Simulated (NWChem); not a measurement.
## Correlation energy of Si2

```
Si
Si 1 2.1533
```
Charge 0, spin multiplicity 3.

The numbers come from NWChem runs, not from measurements. The geometry was optimised at UPBE0/def2-SVP, a minimum by its harmonic frequencies.

Basis set: def2-SVP. Each correlation energy counts from its own Hartree-Fock reference.

The correlated methods keep 10 core orbitals frozen. This spin state was chosen for the runs; another may lie lower. The structure started from a generated list of species. The unpaired electrons of the parent sit in orbitals of symmetry ag and b2u (D2h labels of the run); other states weren't searched. No SCF solution was tested for a lower state. Open-shell Hartree-Fock references start from PBE0 orbitals. Coupled-cluster values serve here as a point of comparison, not as the truth.

Task: For the correlation energy, UMP2 gives -145.2 mHa and SCS-UMP2 gives -144.3 mHa. What do CCSD on UHF, CCSD[T] on UHF, CCSD(T) on UHF give?

Result: CCSD on UHF: -172.2 mHa; CCSD[T] on UHF: -183.8 mHa; CCSD(T) on UHF: -183.2 mHa.
